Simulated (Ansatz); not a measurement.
# PH₃ (singlet): wave-function methods side by side, 6-31G

An exercise on one series of results from a longer session: the logs are not shown, and one member is left open.

Method: 6-31G, core rule «outside noble gas», up to 5 orbitals frozen; program: Ansatz 0.2.0, Gaussian basis.

Plan: UHF; CCSD(T) on RHF; BCCD(T) on RHF; CISD; CCSDT(Q) on RHF; CISDTQ; CCSDTQ on RHF; CASSCF and MRCISD+Q, 8 electrons in 7 orbitals; CASSCF and NEVPT2, 8 electrons in 7 orbitals; Full CI.

10 further runs of the same task are left out: 1 that didn't finish, 9 set aside as unsound or not needed.

## What is computed

The geometry is an MP2(full)/6-31G* stationary point (not a proven minimum).

4 atoms, charge 0, spin multiplicity 1.

Atoms are counted from 1 here; the program's logs count them from 0.

Bond lengths: P1–H2 1.414 Å, P1–H3 1.414 Å, P1–H4 1.414 Å. Angles: H2–P1–H3 94.6°, H2–P1–H4 94.6°, H3–P1–H4 94.6°.

Set-up of the first run:

Input file in.yaml:

```yaml
crystal:
  periodic: [false, false, false]
  atoms:
    - {symbol: P, position_ang: [0.000000, 0.000000, 0.066503]}
    - {symbol: H, position_ang: [-0.000001, 1.200646, -0.681212]}
    - {symbol: H, position_ang: [1.039791, -0.600324, -0.681211]}
    - {symbol: H, position_ang: [-1.039791, -0.600324, -0.681210]}
basis:
  gaussian: {orbitals: 6-31G}
magnetization: {spin_polarized: true, initial_magnetization: 0}
hamiltonian: {xc: hf}
output: {orbitals: {seedname: orbitals}}
```

Started as:

```
$ ansatz run in.yaml --threads 1 --pin off --events-out ev --progress --plain --max-ram 2764MiB --backend cpu
```

Steps of the session up to this table: UHF; CCSD(T) on RHF; BCCD(T) on RHF; CISD; CCSDT(Q) on RHF; CISDTQ; CCSDTQ on RHF; CASSCF and MRCISD+Q, 8 electrons in 7 orbitals; CASSCF and NEVPT2, 8 electrons in 7 orbitals; Full CI.

One table of the session follows, with a row left open; its other results are not shown here.

| method | from FCI (kJ/mol) |
| --- | --- |
| RHF | +224.4 |
| RMP2 | +58.0 |
| CISD | +10.9 |
| RCCSD | +2.7 |
| RCCSD(T) | +0.7 |
| BCCD(T) | +0.7 |
| RCCSDT | +0.2 |
| CISDTQ | +0.2 |
| RCCSDT(Q) | 0.0 |
| RCCSDTQ | 0.0 |
| CASSCF valence | +75.7 |
| NEVPT2 valence | +20.0 |
| MRCISD valence | +2.2 |
| MRCISD+Q valence | ? |
| FCI | 0 |

Q: Estimate the row for MRCISD+Q valence from the others.

The run gave: from FCI (kJ/mol): +0.9. In the column «from FCI (kJ/mol)» it lies between BCCD(T) (+0.7) and MRCISD valence (+2.2).
